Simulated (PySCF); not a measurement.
Molecule: SMILES [H]/N=C/C=C\C=C, C$_{5}$H$_{7}$N.

Bonds: C1-C2 1.342 Å, C2-C3 1.451 Å, C3-C4 1.352 Å, C4-C5 1.456 Å, C5-N6 1.276 Å. C1 carries H7, H8; C2 carries H9; C3 carries H10; C4 carries H11; C5 carries H12; N6 carries H13.

Spin–spin couplings on one PBE0-D3(BJ)/def2-SVP geometry, PySCF 2.14, gas phase, non-relativistic, equivalent pairs averaged (spin–dipole term only in couplings to heteroatoms); isotopes ¹³C, ¹H; functional B3LYP.

How do the couplings (Hz) change with the basis set? Times are CPU seconds on shared hosts with different chips, so compare them loosely. Far from the basis limit: 6-31G*, pcJ-0, 6-31G-J, def2-TZVP, cc-pVTZ.

## Answers


| basis set | functions | ¹J(C1,H7) | ¹J(C1,H8) | ¹J(C4,H11) | ¹J(C3,H10) | ¹J(C2,H9) | ¹J(C5,H12) | ¹J(C3,C4) | core-s |
| --- | --- | --- | --- | --- | --- | --- | --- | --- | --- |
| 6-31G* | 98 | 171.4 | 168.1 | 166.7 | 159.9 | 159.3 | 158.3 | 95.7 | 14 |
| pcJ-0 | 99 | 150.6 | 145.9 | 152.0 | 144.7 | 142.2 | 140.1 | 57.0 | 9.5 |
| 6-31G-J | 100 | 176.7 | 171.8 | 174.3 | 167.1 | 164.9 | 161.5 | 75.0 | 10 |
| def2-TZVP | 228 | 162.5 | 157.9 | 161.1 | 155.0 | 153.7 | 151.9 | 73.2 | 33 |
| pcJ-1 | 232 | 171.7 | 166.4 | 168.6 | 161.6 | 159.7 | 158.3 | 74.8 | 33 |
| cc-pVTZ | 278 | 155.4 | 150.2 | 151.3 | 146.6 | 144.6 | 142.4 | 76.9 | 42 |

The Fermi-contact term samples the wavefunction at the nucleus, which is why sets with added tight s functions (names with J) are made for couplings.
